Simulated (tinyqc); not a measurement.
Starting guesses with plain Roothaan steps: SCF starting guesses in the sto-3g basis, for CO, spin multiplicity 1. Computed by the program tinyqc with PySCF. 

Geometry (angstrom):
```
atom       x       y       z
C     0.0000  0.0000  0.0000
O     0.0000  0.0000  1.1830
```

lowest restricted solution found by these runs and by PySCF = -111.221789 hartree

RHF with one setting changed at a time; a run stops when the energy changes by less than 1e-09 hartree and the error matrix is below 1e-5. Starts: the lowest orbitals of the core Hamiltonian, of the Wolfsberg-Helmholz matrix (K = 1.75), projected atomic densities, random orbitals, and the highest orbitals of the core Hamiltonian (a deliberately bad start).

Largest element of the error matrix X^T (FDS - SDF) X:
```
iteration     core  Wolfsberg-Helmholz  atomic densities   random  highest core orbitals
1          5.5e-01             3.5e-01           1.7e+00  7.2e+00                5.3e-01
2          1.8e+00             1.9e-01           2.3e-01  7.3e-01                1.0e+00
3          9.6e-01             1.1e-01           2.4e-01  1.2e+00                1.8e+00
4          1.4e+00             1.0e-01           1.8e-01  7.5e-01                9.4e-01
5          8.5e-01             8.2e-02           1.8e-01  9.8e-01                1.3e+00
6          1.2e+00             7.6e-02           1.3e-01  6.2e-01                8.1e-01
8          9.1e-01             5.6e-02           1.0e-01  4.9e-01                6.7e-01
10         7.0e-01             4.2e-02           7.8e-02  3.9e-01                5.4e-01
14         3.9e-01             2.3e-02           4.5e-02  2.3e-01                3.3e-01
20         1.6e-01             9.8e-03           1.9e-02  9.9e-02                1.4e-01
30         3.5e-02             2.3e-03           4.5e-03  2.4e-02                3.6e-02
45         4.0e-03             2.6e-04           5.1e-04  2.8e-03                4.2e-03
60         4.5e-04             3.0e-05           5.9e-05  3.2e-04                4.8e-04
```

How each run ends:
```
run                    iterations  E (hartree)                                                        state
core                          >60   -111.22179  falls steadily but slowly, by a factor of about 0.87 a step
Wolfsberg-Helmholz            >60   -111.22179  falls steadily but slowly, by a factor of about 0.87 a step
atomic densities              >60   -111.22179  falls steadily but slowly, by a factor of about 0.87 a step
random                        >60   -111.22179  falls steadily but slowly, by a factor of about 0.87 a step
highest core orbitals         >60   -111.22179  falls steadily but slowly, by a factor of about 0.87 a step
```

No run reaches the lowest restricted solution found. Not converged: core, Wolfsberg-Helmholz, atomic densities, random, highest core orbitals. Whatever the start, the steps do not settle, so the cure lies in the iteration and not in the guess. The first errors are 6e-01, 3e-01, 2e+00, 7e+00, 5e-01.
